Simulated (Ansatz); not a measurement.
Reaction (substitution at a C–C bond): `CCCCC` + HCl → `CCCCCl` + CH₄

Program: Ansatz. Geometries: PBE0-D4/def2-TZVP. ΔE: electronic, gas phase. CCSD(T)/CBS is the MP2 limit (def2-TZVPP, def2-QZVPP) plus CCSD(T) − MP2 in def2-TZVPP, frozen cores. This one scheme is used for every species. DFT in def2-TZVPP. HSE06 is defined as in plane-wave codes. Each species was taken in one conformer, which may not be the lowest.

```tsv
level	ΔE (kcal/mol)
HSE06-D4	0.8
ωB97M-V	0.8
```

What does CCSD(T)/CBS give? (Estimate.)

Ansatz gave: +1.3 kcal/mol. The listed levels differ from it by -0.5, -0.5 kcal/mol.

Largest T1 diagnostic among the species: 0.009.

From BLYP to BHLYP (50 % exact exchange), in def2-TZVPP and without D4, ΔE moves by +1.6 kcal/mol. At CCSD(T), def2-SVP lies +2.4 kcal/mol from the extrapolated value and def2-TZVPP +0.6 kcal/mol.
